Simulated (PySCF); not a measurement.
The vertical singlet excitations below were computed for one of the candidates. Method: PySCF 2.14.0, density-fitted response routines, TDDFT PBE0/def2-SVPD, vertical, gas phase, core orbitals frozen in the response. Geometries: GFN2-xTB, one conformer each. Ions are computed without counter-ions or solvent.

```
state  E (eV)       f
   S1    6.38  0.0011
   S2    6.45  0.0004
   S3    6.86  0.0002
   S4    6.98   0.068
   S5    7.04   0.056
   S6    7.05  0.0015
```

**Question.** Which candidate is it? All have the formula [C6H9]+.
A. `CCC[c+]1cc1`
B. `C1=C(C)[CH+]CC1`
C. `CCC1=C[C+]1C`

**Answer.** C. Its S1, at 6.38 eV, is the highest among the candidates; the nearest of the others has S1 at 5.66 eV. S1 is HOMO-1→LUMO+1 (91%). Löwdin shares by element: HOMO carbon 48% or more, hydrogen 24% or more (atoms not listed hold the other 28%); LUMO carbon 83% or more, hydrogen 7% or more. At the same level the other candidates give, for their lowest levels:
- `CC1=CCC[CH+]1`: 4.59 eV (f 0.115); 5.23 eV (f 0.002); 5.60 eV (f 0.000); 5.69 eV (f 0.000); 6.17 eV (f 0.000); T1 2.50 eV; HOMO -13.58, LUMO -8.56 eV
- `CCC[c+]1cc1`: 5.66 eV (f 0.000); 5.69 eV (f 0.000); 5.77 eV (f 0.005); 5.80 eV (f 0.000); 6.21 eV (f 0.000); T1 5.48 eV; HOMO -13.56, LUMO -7.00 eV

Conformer computed: `[CH3:1][CH2:2][c:3]1[cH:4][c+:5]1[CH3:6]`: C1–C2–C3–C4 0°.
Triplets come from the Tamm–Dancoff approximation.
